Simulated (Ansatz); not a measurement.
Ansatz (an electronic-structure program) input (B3LYP/6-31G*):

Ansatz 0.2 input:
```yaml
crystal:
  periodic: [false, false, false]
  atoms:
    - {symbol: C, position_ang: [-0.00964747, 0.00768942, -1.27472821]}
    - {symbol: C, position_ang: [0.00127679, -0.00101765, 0.16870298]}
    - {symbol: N, position_ang: [0.00996154, -0.00793976, 1.31622721]}
    - {symbol: H, position_ang: [0.00628825, 1.04596699, -1.62912011]}
    - {symbol: H, position_ang: [0.87557350, -0.52431021, -1.64517132]}
    - {symbol: H, position_ang: [-0.91898923, -0.49206466, -1.63139510]}
    - {symbol: H, position_ang: [0.01762077, -0.01404447, 2.32824744]}
basis:
  gaussian:
    orbitals: 6-31G*
hamiltonian:
  xc: {name: B3LYP}
total_charge: 1
phonons: {temperatures: {t_min: 298.15, t_max: 298.15, t_step: 100}}
```

Q: Which harmonic wavenumbers does it give?

A: 392, 392, 575, 575, 917, 1053, 1053, 1412, 1448, 1448, 2396, 3050, 3136, 3136, 3714 cm⁻¹ (unscaled; negative means imaginary).
